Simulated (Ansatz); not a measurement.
[Cl···H···S], triplet: reading a ladder of total energies

Geometry: a point of a hydrogen-transfer path between rigid fragments, not a stationary point.

```xyz
3

Cl    0.0000    0.0000   -1.5663
H     0.0000    0.0000   -0.2875
S     0.0000    0.0000    1.8537
```

Basis cc-pVDZ; Ansatz 0.2.0. Correlated methods freeze the noble-gas cores, which leaves 14 electrons in 31 orbitals. Prefix R: restricted or restricted open-shell reference; prefix U: unrestricted.

Full CI isn't at hand for all of this; UCCSDT(Q) serves as the reference, and is uncertain by about the last step of the cluster series.

Runs differ by some tens of microhartree through their thresholds and, for an open shell, their frozen cores, so steps under 0.03 kcal/mol mean nothing.

```json
{"level": "UHF", "total energy (hartree)": "-857.582234"}
{"level": "UMP2", "total energy (hartree)": "-857.816516"}
{"level": "UCCSD", "total energy (hartree)": "-857.850445"}
{"level": "UCCSD(T)", "total energy (hartree)": "-857.854441"}
{"level": "UCCSDT", "total energy (hartree)": "-857.854971"}
{"level": "UCCSDT(Q)", "total energy (hartree)": "-857.855360"}
```

Problem. What is the correlation energy at UCCSDT(Q), and what share of it do UMP2 and UCCSD recover?

Solution. E(corr) = -857.855360 − (-857.582234) = -0.273126 hartree = -7.432 eV. UMP2: -0.234282 / -0.273126 = 85.78 %. UCCSD: -0.268211 / -0.273126 = 98.20 %.

Problem. By how many kcal/mol does UCCSD(T) miss UCCSDT(Q) (1 hartree = 627.509 kcal/mol), and which steps make up the rest?

Solution. -857.854441 − (-857.855360) = 0.000919 hartree = 0.58 kcal/mol. Steps: UCCSDT − UCCSD(T) = -0.33, UCCSDT(Q) − UCCSDT = -0.24 kcal/mol. That is within 1 kcal/mol of the reference in this basis, which itself misses far more of the correlation at the basis-set limit.
